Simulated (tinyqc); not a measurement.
The basis set: RHF and MP2 along a ladder of basis sets, for CH4, spin multiplicity 1. Computed by the program tinyqc with PySCF. Same geometry throughout; the dipole is taken about the origin.

Geometry (angstrom):
```
atom        x        y        z
C      0.0000   0.0000   0.0000
H      0.6020   0.6020   0.6020
H      0.6020  -0.6020  -0.6020
H     -0.6020   0.6020  -0.6020
H     -0.6020  -0.6020   0.6020
```

RHF and frozen-core MP2 in a ladder of bases:
```
basis        functions  E(RHF) (hartree)  E(MP2 corr) (hartree)  HOMO (eV)  LUMO (eV)  dipole (debye)
sto-3g               9         -39.72099               -0.05136    -14.610     20.575           0.000
3-21g               17         -39.97205               -0.09637    -15.122      8.341           0.000
6-31g               17         -40.17595               -0.09533    -15.111      7.172           0.000
6-31g**             34         -40.19673               -0.16118    -15.117      7.195           0.000
cc-pvdz             34         -40.19182               -0.15906    -15.094      5.398           0.000
aug-cc-pvdz         59         -40.19320               -0.16579    -15.127      1.014           0.000
cc-pvtz             86         -40.20896               -0.19762    -15.155      3.979           0.000
```

What does the comparison show, and why?

From cc-pVDZ to cc-pVTZ the RHF energy falls by 17.1 mhartree and the correlation energy by 38.6. If valence correlation converges as X^-3, (27 E(T) - 8 E(D))/19 gives -0.2139 hartree, a rough estimate from such small X that usually falls short; STO-3G holds about 24 % of it. Beyond STO-3G the LUMO moves by 7.3 eV and the HOMO by 0.1 eV; diffuse functions lower the positive LUMO sharply, since an unbound virtual level tracks the most diffuse function.
